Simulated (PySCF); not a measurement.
# Dipole moment and polarisability across levels of theory

Compound: CH6Si.
Cartesian coordinates in Å at the PBE0-D3(BJ)/def2-SVP level; atoms count from 1:
```xyz
8
CH6Si angstrom
C     -0.9624   -0.1429    0.0077
Si     0.8986    0.1136   -0.0402
H     -1.4349    0.5500    0.7206
H     -1.2046   -1.1707    0.3188
H     -1.4108    0.0291   -0.9826
H      1.2345    1.5106   -0.4567
H      1.5383   -0.8292   -1.0099
H      1.4976   -0.1273    1.3095
```

PySCF, dipoles from the SCF density, polarisabilities from static response with core orbitals frozen. Geometry: PBE0-D3(BJ)/def2-SVP; no solvent, vibrations or thermal averaging.

Problem. How do dipole and polarisability depend on functional and basis here?

Solution. 

```
              level  μ (D)  α (Å³)  anisotropy (Å³)
      LDA/def2-SVPD  0.821    6.81             1.16
      PBE/def2-SVPD  0.818    6.63             1.13
    B3LYP/def2-SVPD  0.772    6.45             1.04
     PBE0/def2-SVPD  0.798    6.41             1.03
BHandHLYP/def2-SVPD  0.749    6.23             0.94
CAM-B3LYP/def2-SVPD  0.755    6.38             0.97
  wB97X-D/def2-SVPD  0.783    6.38             0.98
  LC-wPBE/def2-SVPD  0.776    6.24             0.91
       HF/def2-SVPD  0.748    6.00             0.81
        PBE0/6-31G*  0.847    4.94             0.63
       PBE0/6-31+G*  0.806    5.50             0.83
      PBE0/def2-SVP  0.803    5.47             0.59
   PBE0/aug-cc-pVDZ  0.798    6.55             1.07
     PBE0/def2-TZVP  0.829    6.10             0.92
    PBE0/def2-TZVPD  0.815    6.51             1.07
   PBE0/aug-cc-pVTZ  0.810    6.55             1.07
```

The anisotropy is √(½[(α1 − α2)² + (α2 − α3)² + (α3 − α1)²]). The dipole runs from 0.75 D (HF/def2-SVPD) to 0.85 D (PBE0/6-31G*). No reference polarisability is at hand; against PBE0 in the largest diffuse basis at hand (aug-cc-pVTZ) the other PBE0 rows deviate by 6-31G* -25%, 6-31+G* -16%, def2-SVP -17%, def2-SVPD -2%, aug-cc-pVDZ 0%, def2-TZVP -7%, def2-TZVPD -1%. In one basis (def2-SVPD) the functionals order the polarisability from HF (lowest) to LDA (highest), a spread of 13%. With PBE0 the polarisability is 5.50 Å³ without diffuse functions (mean of 6-31G*, def2-SVP and def2-TZVP) and 6.30 Å³ with them (mean of 6-31+G*, def2-SVPD, aug-cc-pVDZ, def2-TZVPD and aug-cc-pVTZ).

Without π bonds the low states are Rydberg-like; a valence basis with one diffuse set may place them up to an eV too high.
